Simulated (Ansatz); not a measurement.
# AlC₂ (doublet): wave-function methods side by side, def2-QZVPP

An exercise on one series of results from a longer session: the logs are not shown, and one member is left open.

Program: Ansatz 0.2.0, Gaussian basis. Level of theory: def2-QZVPP, core rule «outside noble gas», up to 7 orbitals frozen. These are calculated values, not measurements.

Plan: UHF; ROHF; CCSD(T) on UHF.

### What is computed

The geometry is a PBE0/def2-TZVP stationary point (not a proven minimum) of the parent state, kept for this charge and spin.

3 atoms, charge 0, spin multiplicity 2.

Atoms are counted from 1 here; the program's logs count them from 0.

Bond lengths: C1–Al2 1.931 Å, Al2–C3 1.931 Å. Angles: C1–Al2–C3 180.0°.

The first run:

Contents of in.yaml:

```yaml
crystal:
  periodic: [false, false, false]
  atoms:
    - {symbol: C, position_ang: [0.000000, 0.000000, 1.931400]}
    - {symbol: Al, position_ang: [0.000000, 0.000000, 0.000000]}
    - {symbol: C, position_ang: [0.000000, 0.000000, -1.931400]}
basis:
  gaussian: {orbitals: "def2-QZVPP.json"}
magnetization: {spin_polarized: true, initial_magnetization: 1}
hamiltonian: {xc: hf}
output: {orbitals: {seedname: orbitals}}
```

The run is started by

```
$ ansatz run in.yaml --threads 1 --pin off --events-out ev --progress --plain --max-ram 2393MiB
```

Steps of the session up to this table: UHF; ROHF; CCSD(T) on UHF.

One of the session's tables, all rows but one given; the rest of the session is left out.

It belongs to the step «Misses and costs». 

| method | from UCCSD(T) (kcal/mol) |
| --- | --- |
| ROHF | +270.21 |
| UHF | +191.60 |
| UMP2 | ? |
| UCCSD | +11.59 |
| UCCSD(T) | 0 |

**Question.** Estimate the row for UMP2.

The run gave: from UCCSD(T) (kcal/mol): +36.93. In the column «from UCCSD(T) (kcal/mol)» it lies between UCCSD (+11.59) and UHF (+191.60).

Limits of these values: The determinant of HF (⟨S²⟩ 2.90) is far from a pure spin state, so its energy mixes those of several spin states; that is harmless only where they are near-degenerate. The determinant of CCSD(T) (⟨S²⟩ 2.90) is far from a pure spin state, so its energy mixes those of several spin states; high orders of coupled cluster remove much of that, low ones don't.
